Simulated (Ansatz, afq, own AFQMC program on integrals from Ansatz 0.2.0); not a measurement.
# C, triplet → C, singlet

A free C atom.

E(singlet, charge +0) − E(triplet, charge +0) at this geometry, on UHF and RHF determinants.

Basis cc-pVTZ. Only valence electrons are correlated. Ansatz 0.2.0 and our own AFQMC program on the same integrals; the CISD trial comes from CCSD amplitudes, and released means the phaseless constraint is let go. Uncertainties: one standard error, sampling alone. The errors of all members are added in quadrature.

Full CI on the same integrals is exact in this basis and with this determinant's frozen core.

Errors are counted within cc-pVTZ, not against nature.

Cautions: C (triplet): the released energies are still falling, so no released level is given (meV from the phaseless value at times in 1/Eh: 0 ± 3 at 0.24, -5 ± 3 at 0.50, -6 ± 3 at 1.00, -13 ± 3 at 1.50), though the last usable value meets full CI within the noise; C (singlet): another spin lies lower, restricted determinant unstable towards unrestricted (UHF 1.83 eV lower, ⟨S²⟩ 1.02), strong correlation (T1 0.008, weight of the determinant 0.80, largest double 0.28), the released energy hasn't reached full CI (58 meV above it at 1.00 1/Eh, later times being too noisy to tell), so no released level is given (meV from the phaseless value at times in 1/Eh: -19 ± 10 at 0.24, -18 ± 13 at 0.50, -31 ± 12 at 1.00, -18 ± 15 at 1.50), the determinant fills the p orbitals unequally in pairs, so it mixes two states of the atom (¹D and ¹S), and each level undoes that mixture to a different degree, while full CI gives the lower state, CCSDT(Q) on the UHF determinant differs (1.40 eV lower), perhaps since the unrestricted series falls towards higher spin, its ph-AFQMC/CISD value lies 89 ± 6 meV above full CI.

```csv
level,vertical spin gap (kcal/mol)
CCSD,35.5
MP2,44.8
```

Problem. From these cheaper values, estimate the vertical spin gap at the reference level in cc-pVTZ.

Solution. 30.9 kcal/mol (full CI in cc-pVTZ).

| level | vertical spin gap (kcal/mol) | error against FCI (kcal/mol) |
| --- | --- | --- |
| HF | 56.1 | 25.2 |
| CCSD(T) | 33.6 | 2.7 |
| CCSDT | 33.3 | 2.4 |
| CCSDT(Q) | 32.1 | 1.2 |
| ph-AFQMC/HF | 26.1 ± 1.1 | -4.8 ± 1.1 |
| ph-AFQMC/CISD | 32.7 ± 0.2 | 1.9 ± 0.2 |

Correlation beyond CCSD(T) takes off 2.7 kcal/mol. The perturbative (T) step is worth −1.9 kcal/mol. Where a determinant mixes two states, these steps and errors hold in part the undoing of that mixture, and only full CI is sure.

CCSDT and higher add their correlation energy to the determinant of the CCSD(T) run, since their own runs factorise the integrals more tightly (a shift of under 2 meV).
